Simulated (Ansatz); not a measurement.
Reading a saddle point

A first-order saddle point of SiH₆O₂, closed shell, PBE0-D4/def2-TZVP, with one imaginary mode of 1064i cm⁻¹:

Si1  (-0.460, -0.323, 0.175)
H2  (0.690, -1.611, -0.001)
H3  (-1.274, -1.014, -0.850)
H4  (-0.562, -0.652, 1.617)
O5  (-1.218, 1.166, 0.044)
H6  (1.352, -0.689, -0.333)
O7  (1.227, 0.401, -0.274)
H8  (-1.010, 1.814, 0.718)
H9  (1.255, 0.907, -1.095)
(Å)

Ansatz 0.2.0; basis: def2-TZVPP and def2-QZVPP; cores frozen in the correlated methods. Extrapolation: Hartree–Fock as exp(−7.88 √X), correlation as X^−2.97.

Q: Which contacts change along the imaginary mode, and what lies on either side? (A judgement: the text doesn't fix the answer.)

A: The calculation gives: The step is SiH₄O ([OH][SiH3]) + H₂O → SiH₄O₂ ([OH][SiH2][OH]) + H₂, with the molecules in contact on both sides. Shortening one way: Si1–O7, H2–H6; lengthening the same way: Si1–H2, H6–O7.
```tsv
pair	one side (Å)	saddle (Å)	other side (Å)
Si1–O7	3.76	1.89	1.64
H2–H6	4.45	1.18	0.75
Si1–H2	1.49	1.73	3.81
H6–O7	0.96	1.10	2.77
```

Q: Which side is lower, and how far does the saddle lie above each? (An estimate is asked for; the value comes from the calculation.)

A: Computed: The side with Si1–O7, H2–H6 short is lower by 0.739 eV; the saddle lies 2.504 eV above it and 1.765 eV above the other (CCSD(T) at an estimated basis limit (MP2 extrapolated from triple and quadruple zeta, plus CCSD(T) − MP2 in triple zeta); electronic energies).

The T1 diagnostic stays at or below 0.012.

Labels in which every atom is bracketed show which atoms are joined, not bond orders.

For scale, one of the runs: CCSD(T)/def2-TZVPP, 188 basis functions (an equivalent command: `ansatz run in.yaml --threads 2`). The run took 31 s on 2 CPU threads (shared host), with 2.2 GiB of host memory at its peak.
